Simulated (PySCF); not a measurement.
# BH: from constants to spectrum

RHF-CCSD(T) constants of BH, ¹Σ⁺ (singlet), closed shell (basis B 6-31G(d,p), H 6-31G(d,p); no relativity; PySCF 2.14; masses 11.0093 and 1.0078 u):

- ωe: 2393.4 cm⁻¹
- ωexe: 51.9 cm⁻¹
- Be: 11.977 cm⁻¹
- αe: 0.428 cm⁻¹
- D (centrifugal): 0.00120 cm⁻¹
- De to B + H: 3.50 eV

(1) Give the vibrational terms G(v) and spacings up to v = 5.

(2) How well does the Morse estimate ωe²/(4ωexe) reproduce De, and what is D0?

Measured values (Huber and Herzberg, Constants of Diatomic Molecules (1979)): ωe = 2366.9 cm⁻¹, ωexe = 49.395 cm⁻¹, Be = 12.021 cm⁻¹, αe = 0.412 cm⁻¹.

Correlated steps freeze 1 core orbital. Correlated levels converge slowly with the basis: in double zeta they bind strong bonds too weakly, by up to about 1 eV, and carry superposition errors of some tenths. Where the molecule has an RHF reference, its open-shell atoms are computed with UHF.

Answers

(1) G(v) = ωe(v+½) − ωexe(v+½)².

```
v  G(v) (cm⁻¹)  G(v) − G(v−1)  Bv (cm⁻¹)
0         1184                     11.76
1         3473           2290      11.34
2         5659           2186      10.91
3         7741           2082      10.48
4         9719           1978      10.05
5        11594           1874       9.62
```

(2) It gives 3.42 eV, 98 % of the computed De. D0 = De − G(0) = 3.50 − 0.15 = 3.35 eV.
